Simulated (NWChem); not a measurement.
ethanethiol (C2H6S)

SMILES: CCS
```xyz
9

C     -1.4828     0.7695    -0.2516
C     -0.5455    -0.4169    -0.4453
S      1.0731    -0.2620     0.4140
H     -2.4515     0.5831    -0.7462
H     -1.0578     1.6896    -0.6849
H     -1.6694     0.9573     0.8169
H     -0.9823    -1.3347    -0.0205
H     -0.3658    -0.6174    -1.5131
H      1.5270     0.7979    -0.2957
```
Charge 0, spin multiplicity 1.

The numbers come from NWChem runs, not from measurements. All single points use one geometry, from B3LYP/def2-SVP, a minimum by its harmonic frequencies. It is one conformer; others weren't searched.

Symmetry labels belong to the abelian group C1 used in the runs, with the axes of the coordinates shown.

The Pople sets run with spherical d functions.

Problem. List the lowest 3 singlet excitations that TD-BHandHLYP/6-31+G* (spherical d) gives, with oscillator strengths.

Solution. 
```tsv
state	symmetry	energy (eV)	wavelength (nm)	f
1	a	5.57	223	0.010
2	a	6.34	196	0.038
3	a	7.16	173	0.034
```
